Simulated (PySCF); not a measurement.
Input of a run (PBE0-D3(BJ)/def2-SVP geometry optimisation, gas phase (PySCF 2.14.0)), started from GFN2-xTB:
```
{"job": {"xc": "PBE0", "basis": "def2-SVP", "d3": "d3bj", "grid": 1, "kind": "geom"}, "charge": 1, "multiplicity": 2}
C      1.926150    -0.052660    -0.438260
C      0.705510     0.293410     0.003510
C      0.135890     1.461230     0.615940
C     -1.144760     0.880530     0.669130
C     -0.682470    -0.341900     0.072510
C     -1.251540    -1.508480    -0.274320
H      2.113240    -1.012490    -0.892780
H      2.763220     0.622580    -0.343660
H      0.534100     2.417330     0.908760
H     -2.108020     1.227470     1.000410
H     -0.693620    -2.294390    -0.758940
H     -2.295310    -1.694000    -0.070210
```

Output (energies in Eh, forces in Eh/bohr):
```
step   0  E = -231.39221901  max force = 0.011412
step   1  E = -231.39374481  max force = 0.002407
step   2  E = -231.39375335  max force = 0.002833
step   3  E = -231.39381324  max force = 0.001124
step   4  E = -231.39381309  max force = 0.000564
step   5  E = -231.39382178  max force = 0.000203
optimisation converged
```

Task: Summarise the run.

Result: The energy falls by 1.0 kcal/mol over 6 energy and gradient evaluations, the largest force component goes from 0.0114 to 2.0e-04 Eh/bohr, and the atoms move by 0.034 Å rms after alignment. Among the bonds, C3–H9 and C4–H10 change most and about equally (+0.017 Å). Bonds longer at the end by more than 0.005 Å: 9 of 12; shorter: 0. The energy never rose by more than 1e-6 Eh on the way. The first step brought 95 % of the lowering.

Task: What are the final bond lengths?

Result: C1=C2 1.354 Å, C2–C3 1.433 Å, C3=C4 1.422 Å, C4–C5 1.433 Å, C5–C6 1.354 Å, C2–C5 1.530 Å, C1–H7 1.093 Å, C1–H8 1.094 Å, C3–H9 1.094 Å, C4–H10 1.094 Å, C6–H11 1.093 Å, C6–H12 1.094 Å. Numbering counts from 1 in the input's order; the species is `C=C1C=C[C]1[CH2+]` [radical].

The run used 114 basis functions and 55 SCF cycles in all.

Not checked by PBE0-D3(BJ)/def2-SVP frequencies. ⟨S²⟩ = 0.769 (exact for a doublet: 0.75).

One conformer stands for the species.
